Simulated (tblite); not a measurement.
Start geometry of `C=C/C(C)=C\[O]` [radical] from a force field or distance geometry (Å):
```
atom  x, y, z in Å
C1     1.765   -1.029    0.082
C2     1.110    0.075   -0.353
C3    -0.284    0.399   -0.140
C4    -1.155   -0.560    0.614
C5    -0.820    1.552   -0.623
O6    -0.341    2.515   -1.291
H7     1.262   -1.804    0.641
H8     2.817   -1.145   -0.131
H9     1.683    0.813   -0.904
H10   -2.194   -0.225    0.720
H11   -1.186   -1.542    0.117
H12   -0.774   -0.711    1.640
H13   -1.886    1.661   -0.390
```

What comes out of this run: GFN2-xTB geometry optimisation, gas phase (tblite 0.8.0)?

```
atom  x, y, z in Å
C1     1.762   -1.003    0.069
C2     1.083    0.089   -0.345
C3    -0.284    0.350   -0.116
C4    -1.161   -0.586    0.634
C5    -0.834    1.576   -0.636
O6    -0.215    2.416   -1.265
H7     1.292   -1.794    0.630
H8     2.808   -1.123   -0.150
H9     1.602    0.857   -0.905
H10   -2.176   -0.201    0.699
H11   -1.188   -1.560    0.144
H12   -0.781   -0.742    1.644
H13   -1.911    1.721   -0.421
```

The energy falls by 0.272 eV over 35 L-BFGS steps, the largest force on an atom goes from 4.55 to 0.007 eV/Å, and the atoms move by 0.064 Å rms after alignment. The bond that changes most is C3=C5 (ends: carbon bonded to 3 C; carbon bonded to C, O and H), which lengthens by 0.080 Å. Bonds longer at the end by more than 0.005 Å: 2 of 12; shorter: 6. Among the angles that change most is C3–C5–O6, from 133.1° to 125.4°. Rotational constants go from 5876, 2650, 1848 to 5727, 2798, 1902 MHz. The orientation of the end geometry is arbitrary; only internal coordinates are fixed.

Hardware: one thread of an Intel Xeon Platinum 8259CL at 2.50 GHz, shared host with 96 logical CPUs at a one-minute load of 107. Cost: 0.3 s.

Its GFN2-xTB frequencies are all real (lowest 98 cm⁻¹).

One conformer stands for the species.

These are computed values.
